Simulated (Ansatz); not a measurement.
# CH3BS, SMILES B1CS1: an active-space calculation

Program: Ansatz 0.2.0, Python API.

Typed at the interpreter:
```pycon
>>> import ansatz as az
>>> geometry_ang = [
...     ("B", (-0.6147, -0.763, -0.0913)),
...     ("C", (0.2651, 0.5157, 0.1405)),
...     ("S", (1.1163, -0.8557, 0.69)),
...     ("H", (-1.3252, -1.1208, -0.9325)),
...     ("H", (0.6786, 0.9563, -0.8071)),
...     ("H", (-0.078, 1.2035, 0.9542)),
... ]
>>> geometry = az.Crystal.molecule()
>>> for symbol, xyz in geometry_ang:
...     geometry = geometry.atom(symbol, xyz)
...
>>> setup = (
...     geometry.calculation()
...     .basis(gaussian="cc-pVDZ")
...     .correlation(active_electrons=2, active_orbitals=2)
... )
>>> for method in [None]:
...     report = (setup if method is None else setup.correlation(method)).run(threads=1, backend="cpu").report
...     space = report["configurations"]
...     state = space["states"][0]
...     print(method or "casscf", f"total {report['free_energy_ev'] / 27.211386246:.6f} Ha, active-space state {state['energy']['hartree']:.6f} Ha, mean field {report['reference_energy_ev'] / 27.211386246:.6f} Ha")
...     print("  determinants", state["n_determinants"], " natural occupations", [round(n, 3) for n in space["natural_occupations"]])
...
casscf total -461.797302 Ha, active-space state -461.797302 Ha, mean field -461.781085 Ha
  determinants 4  natural occupations [1.959, 0.041]
```

Reading the output:
- Total energies depend on the basis set; only differences at equal settings carry meaning.
- The geometry is a force-field or estimated start, not a minimum of this method, and the basis set is short of its limit. The active space starts as a window about the frontier orbitals and is then optimised, not chosen by chemistry.
- Wall time of the script: 1.2 s on 1 thread of Intel(R) Xeon(R) 6975P-C (Granite Rapids) (shared host), peak memory 0.17 GiB.

(Lines on the test bed's own set-up are left out of the output.)
